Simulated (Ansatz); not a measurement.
bcc Nb: LDA at its full settings (plane-wave cutoff 520 eV, 24×24×24 k mesh, Fermi–Dirac smearing 0.05 eV, no spin polarisation, scalar-relativistic PAW data made under PBE) and at cheaper ones, in a cell of 1 atom with Γ-centred meshes.

```
level and setting             lattice parameter a (Å)  bulk modulus (GPa)
----------------------------  -----------------------  ------------------
LDA (Ansatz)                                    3.247                 191
LDA (Γ point alone) (Ansatz)                    3.702                 156
LDA (2×2×2 k mesh) (Ansatz)                     3.123                 250
LDA (4×4×4 k mesh) (Ansatz)                     3.278                 208
```

Largest shifts from the full settings: lattice constant a +14.0 % (LDA (Γ point alone)), against a difference of -1.43 % of the full result from the reference 3.294 Å (measured, static lattice: zero-point anharmonic expansion removed; as tabulated in Mejia-Rodriguez and Trickey (2018), arXiv:1807.09216); bulk modulus +31 % (LDA (2×2×2 k mesh)), against a difference of +10.4 % of the full result from the reference 173 GPa (measured, 0 K value with the zero-point phonon effect removed; as tabulated in Mejia-Rodriguez and Trickey (2018), arXiv:1807.09216).

Ansatz's density-functional and Hartree–Fock values are scalar-relativistic unless marked +SOC, with PAW data made under PBE.

Run with cheap settings on purpose, which may leave them unconverged: LDA (2×2×2 k mesh), LDA (4×4×4 k mesh), LDA (Γ point alone).

Ansatz is a quantum-chemistry and plane-wave program.
